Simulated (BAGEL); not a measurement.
# singlet C2H5Si+, step by step

Aim: the energy (singlet C2H5Si+, HF/def2-SVP), then a single-point energy (doublet C2H5Si, NEVPT2(3,2)/def2-SVP), then the energy (doublet C2H5Si, CASPT2(3,2)/def2-SVP) of C2H5Si. 

The calculation is run with BAGEL 1.2.2.

## Step 1: The structure to begin with

C2H5Si+: 8 atoms, total charge +1, spin state singlet. As SMILES of the parent species, `C=C[SiH2]`. The Si3–H7 distance was set to 2.826 Å, away from the relaxed value. That shape belongs to the parent species and isn't relaxed for this state. At this shape a bond of the SMILES string is far longer than usual.

Bond lengths: C1–C2 1.338 Å, C2–Si3 1.837 Å, C1–H4 1.086 Å, C1–H5 1.086 Å, C2–H6 1.089 Å, Si3–H8 1.487 Å. Angles: C1–C2–Si3 124.1°, C1–C2–H6 118.0°, Si3–C2–H6 117.8°, C2–C1–H4 121.8°, C2–C1–H5 122.0°, C2–Si3–H8 113.3°, H4–C1–H5 116.2°.

## Step 2: A single-point energy at HF/def2-SVP (density fitting with svp-jkfit) (run 1)

Contents of input.json:

```json
{ "bagel": [

{
  "title": "molecule",
  "basis": "svp",
  "df_basis": "svp-jkfit",
  "geometry": [
    { "atom": "C", "xyz": [ -1.86929252,  2.83031274,  0.35247928 ] },
    { "atom": "C", "xyz": [ -1.77310546,  1.73181494,  2.62865439 ] },
    { "atom": "Si", "xyz": [  0.57790282, -0.65377532,  3.53761266 ] },
    { "atom": "H", "xyz": [ -0.59410533,  2.29117387, -1.16308108 ] },
    { "atom": "H", "xyz": [ -3.23065122,  4.30089761, -0.08933869 ] },
    { "atom": "H", "xyz": [ -3.09402402,  2.37488874,  4.06975954 ] },
    { "atom": "H", "xyz": [  2.89411556, -2.91792611, -0.70883627 ] },
    { "atom": "H", "xyz": [ -0.41684902, -2.55805234,  5.34759234 ] }
  ]
},
{ "title": "hf", "charge": 1 },
{ "title": "print", "file": "orbitals.molden", "orbitals": true }

]}
```

On the command line:

```sh
$ BAGEL_NUM_THREADS=1 BAGEL input.json > input.out
```

The log of the run:

```text
* using 1 threads per process

  ===============================================================
  ===============================================================

  *** Geometry ***

  { "atom" : "C", "xyz" : [     -1.869293,      2.830313,      0.352479 ] },
  { "atom" : "C", "xyz" : [     -1.773105,      1.731815,      2.628654 ] },
  { "atom" : "Si", "xyz" : [      0.577903,     -0.653775,      3.537613 ] },
  { "atom" : "H", "xyz" : [     -0.594105,      2.291174,     -1.163081 ] },
  { "atom" : "H", "xyz" : [     -3.230651,      4.300898,     -0.089339 ] },
  { "atom" : "H", "xyz" : [     -3.094024,      2.374889,      4.069760 ] },
  { "atom" : "H", "xyz" : [      2.894116,     -2.917926,     -0.708836 ] },
  { "atom" : "H", "xyz" : [     -0.416849,     -2.558052,      5.347592 ] },

  Number of auxiliary basis functions:      368

  Since a DF basis is specified, we compute 2- and 3-index integrals:
    o Being stored without compression. Storage requirement is 0.015 GB

  Number of basis functions:       71
  Number of electrons      :       31

    * METHOD: MOLECULE                             0.11

  *** RHF ***

  === Nuclear Repulsion ===
    87.5965990958

      * DIIS with orbital gradients will be used.

  === RHF iteration (svp) ===
      0       -366.78304989          0.01651649           0.03
      1       -366.89653254          0.00925657           0.03
      2       -366.92957459          0.00172204           0.03
      3       -366.93137994          0.00053939           0.02
      4       -366.93152407          0.00018614           0.02
      5       -366.93156369          0.00008322           0.03
      6       -366.93156990          0.00002974           0.03
      7       -366.93157080          0.00000772           0.03
      8       -366.93157089          0.00000322           0.02
      9       -366.93157090          0.00000125           0.03
     10       -366.93157090          0.00000060           0.03
     11       -366.93157090          0.00000019           0.03
     12       -366.93157090          0.00000008           0.03
     13       -366.93157090          0.00000004           0.03
     14       -366.93157090          0.00000001           0.03
     15       -366.93157090          0.00000001           0.03
    * SCF iteration converged.

    * Permanent dipole moment:
           (   -0.680931,     0.449596,    -0.005291) a.u.

    * METHOD: HF                                   0.48

    * METHOD: PRINT                                0.01

  ===============================================================
```

Run time: 0.82 s. Hardware: 1 thread of Arm Neoverse V2, shared host; peak memory 0.14 GiB.

## Step 3: Doublet neutral C2H5Si: the energy at NEVPT2(3,2)/def2-SVP (density fitting with svp-jkfit) (run 2)

Contents of input.json:

```json
{ "bagel": [

{
  "title": "molecule",
  "basis": "svp",
  "df_basis": "svp-jkfit",
  "angstrom": false,
  "geometry": [
    { "atom": "C", "xyz": [    -1.86929252,     2.83031274,     0.35247928 ] },
    { "atom": "C", "xyz": [    -1.77310546,     1.73181494,     2.62865439 ] },
    { "atom": "Si", "xyz": [     0.57790282,    -0.65377532,     3.53761266 ] },
    { "atom": "H", "xyz": [    -0.59410533,     2.29117387,    -1.16308108 ] },
    { "atom": "H", "xyz": [    -3.23065122,     4.30089761,    -0.08933869 ] },
    { "atom": "H", "xyz": [    -3.09402402,     2.37488874,     4.06975954 ] },
    { "atom": "H", "xyz": [     2.89411556,    -2.91792611,    -0.70883627 ] },
    { "atom": "H", "xyz": [    -0.41684902,    -2.55805234,     5.34759234 ] }
  ]
},

{ "title": "hf", "charge": 1 },

{ "title": "casscf", "nstate": 1, "nact": 2, "nclosed": 14, "nspin": 1, "active": [15, 16], "maxiter": 200, "natocc": true },

{
  "title": "nevpt2",
  "nstate": 1,
  "nact": 2,
  "nclosed": 14,
  "nspin": 1,
  "active": [15, 16],
  "maxiter": 200,
  "natocc": true,
  "ncore": 7
},

{ "title": "print", "file": "orbitals.molden", "orbitals": true }

]}
```

On the command line:

```sh
$ BAGEL_NUM_THREADS=1 BAGEL input.json > input.out
```

The log of the run:

```text
* using 1 threads per process

  ===============================================================
  ===============================================================

  *** Geometry ***

  { "atom" : "C", "xyz" : [     -1.869293,      2.830313,      0.352479 ] },
  { "atom" : "C", "xyz" : [     -1.773105,      1.731815,      2.628654 ] },
  { "atom" : "Si", "xyz" : [      0.577903,     -0.653775,      3.537613 ] },
  { "atom" : "H", "xyz" : [     -0.594105,      2.291174,     -1.163081 ] },
  { "atom" : "H", "xyz" : [     -3.230651,      4.300898,     -0.089339 ] },
  { "atom" : "H", "xyz" : [     -3.094024,      2.374889,      4.069760 ] },
  { "atom" : "H", "xyz" : [      2.894116,     -2.917926,     -0.708836 ] },
  { "atom" : "H", "xyz" : [     -0.416849,     -2.558052,      5.347592 ] },

  Number of auxiliary basis functions:      368

  Since a DF basis is specified, we compute 2- and 3-index integrals:
    o Being stored without compression. Storage requirement is 0.015 GB

  Number of basis functions:       71
  Number of electrons      :       31

    * METHOD: MOLECULE                             0.10

  *** RHF ***

  === Nuclear Repulsion ===
    87.5965990958

      * DIIS with orbital gradients will be used.

  === RHF iteration (svp) ===
      0       -366.78304989          0.01651649           0.02
      1       -366.89653254          0.00925657           0.02
      2       -366.92957459          0.00172204           0.02
      3       -366.93137994          0.00053939           0.03
      4       -366.93152407          0.00018614           0.03
      5       -366.93156369          0.00008322           0.03
[... 8 lines of this table left out ...]
     14       -366.93157090          0.00000001           0.03
     15       -366.93157090          0.00000001           0.02
    * SCF iteration converged.

    * Permanent dipole moment:
           (   -0.680931,     0.449596,    -0.005291) a.u.

    * METHOD: HF                                   0.49

  ---------------------------
      CASSCF calculation
  ---------------------------

    ==== Active orbitals : =====
         Orbital 15
         Orbital 16
    ============================

    * nstate   :      1
    * nclosed  :     14
    * nact     :      2
    * nvirt    :     55
  === CASSCF iteration (svp) ===

    * Using the second-order algorithm

      0  0      -367.19826140     1.23e-02      0.01

      1  0      -367.22644161     4.83e-03      0.15

      2  0      -367.24306593     2.98e-03      0.15

[... 41 lines of this table left out ...]

     24  0      -367.24563346     5.96e-05      0.31

[... 282 further lines ...]
    166  0      -367.24563371     2.78e-07      0.09

    167  0      -367.24563371     3.36e-07      0.10

    168  0      -367.24563371     3.50e-07      0.09

[... 59 lines of this table left out ...]

    199  0      -367.24563371     2.89e-07      0.10

  ERROR: EXCEPTION RAISED:  Max iteration reached during the second-order optimization.
```

Wall time 27 s (1 thread of Arm Neoverse V2, shared host); peak memory 0.14 GiB.

The iterations ended before the threshold was met.

## Step 4: Doublet neutral C2H5Si: a single-point energy at CASPT2(3,2)/def2-SVP (density fitting with svp-jkfit) (run 3)

Contents of input.json:

```json
{ "bagel" : [

{
  "title" : "molecule",
  "basis" : "svp",
  "df_basis" : "svp-jkfit",
  "angstrom" : false,
  "geometry" : [
    { "atom" : "C", "xyz" : [    -1.86929252,     2.83031274,     0.35247928 ] },
    { "atom" : "C", "xyz" : [    -1.77310546,     1.73181494,     2.62865439 ] },
    { "atom" : "Si", "xyz" : [     0.57790282,    -0.65377532,     3.53761266 ] },
    { "atom" : "H", "xyz" : [    -0.59410533,     2.29117387,    -1.16308108 ] },
    { "atom" : "H", "xyz" : [    -3.23065122,     4.30089761,    -0.08933869 ] },
    { "atom" : "H", "xyz" : [    -3.09402402,     2.37488874,     4.06975954 ] },
    { "atom" : "H", "xyz" : [     2.89411556,    -2.91792611,    -0.70883627 ] },
    { "atom" : "H", "xyz" : [    -0.41684902,    -2.55805234,     5.34759234 ] }
  ]
},

{
  "title" : "hf",
  "charge" : 1
},

{
  "title" : "casscf",
  "nstate" : 1,
  "nact" : 2,
  "nclosed" : 14,
  "nspin" : 1,
  "active" : [15, 16],
  "maxiter" : 200,
  "natocc" : true
},

{
  "title" : "print",
  "file" : "orbitals.molden",
  "orbitals" : true
},

{
  "title" : "smith",
  "method" : "caspt2",
  "ms" : true,
  "xms" : true,
  "sssr" : true,
  "shift" : 0.2,
  "shift_imag" : true,
  "ncore" : 7
}

]}
```

On the command line:

```sh
$ BAGEL_NUM_THREADS=1 BAGEL input.json > input.out
```

The log of the run:

```text
* using 1 threads per process

  ===============================================================
  ===============================================================

  *** Geometry ***

  { "atom" : "C", "xyz" : [     -1.869293,      2.830313,      0.352479 ] },
  { "atom" : "C", "xyz" : [     -1.773105,      1.731815,      2.628654 ] },
  { "atom" : "Si", "xyz" : [      0.577903,     -0.653775,      3.537613 ] },
  { "atom" : "H", "xyz" : [     -0.594105,      2.291174,     -1.163081 ] },
  { "atom" : "H", "xyz" : [     -3.230651,      4.300898,     -0.089339 ] },
  { "atom" : "H", "xyz" : [     -3.094024,      2.374889,      4.069760 ] },
  { "atom" : "H", "xyz" : [      2.894116,     -2.917926,     -0.708836 ] },
  { "atom" : "H", "xyz" : [     -0.416849,     -2.558052,      5.347592 ] },

  Number of auxiliary basis functions:      368

  Since a DF basis is specified, we compute 2- and 3-index integrals:
    o Being stored without compression. Storage requirement is 0.015 GB

  Number of basis functions:       71
  Number of electrons      :       31

    * METHOD: MOLECULE                             0.11

  *** RHF ***

  === Nuclear Repulsion ===
    87.5965990958

      * DIIS with orbital gradients will be used.

  === RHF iteration (svp) ===
      0       -366.78304989          0.01651649           0.02
      1       -366.89653254          0.00925657           0.02
      2       -366.92957459          0.00172204           0.02
      3       -366.93137994          0.00053939           0.02
      4       -366.93152407          0.00018614           0.02
      5       -366.93156369          0.00008322           0.02
[... 8 lines of this table left out ...]
     14       -366.93157090          0.00000001           0.02
     15       -366.93157090          0.00000001           0.02
    * SCF iteration converged.

    * Permanent dipole moment:
           (   -0.680931,     0.449596,    -0.005291) a.u.

    * METHOD: HF                                   0.48

  ---------------------------
      CASSCF calculation
  ---------------------------

    ==== Active orbitals : =====
         Orbital 15
         Orbital 16
    ============================

    * nstate   :      1
    * nclosed  :     14
    * nact     :      2
    * nvirt    :     55
  === CASSCF iteration (svp) ===

    * Using the second-order algorithm

      0  0      -367.19826140     1.23e-02      0.01

      1  0      -367.22644161     4.83e-03      0.16

      2  0      -367.24306593     2.98e-03      0.17

[... 41 lines of this table left out ...]

     24  0      -367.24563346     5.96e-05      0.32

[... 282 further lines ...]
    166  0      -367.24563371     2.78e-07      0.09

    167  0      -367.24563371     3.36e-07      0.10

    168  0      -367.24563371     3.50e-07      0.09

[... 59 lines of this table left out ...]

    199  0      -367.24563371     2.89e-07      0.10

  ERROR: EXCEPTION RAISED:  Max iteration reached during the second-order optimization.
```

Wall time 28 s (1 thread of Arm Neoverse V2, shared host); peak memory 0.14 GiB.

The run stopped without converging.

## Step 5: Results

```
                         quantity                      value
 run 1, HF/def2-SVP: total energy              -366.93157 Eh
  run 1, HF/def2-SVP: HOMO energy                  -14.88 eV
  run 1, HF/def2-SVP: LUMO energy                   -7.21 eV
run 1, HF/def2-SVP: HOMO–LUMO gap                    7.66 eV
    doublet neutral C2H5Si, run 2  no result (not converged)
    doublet neutral C2H5Si, run 3  no result (not converged)
```

In words: 2 of the 3 runs did not end normally.
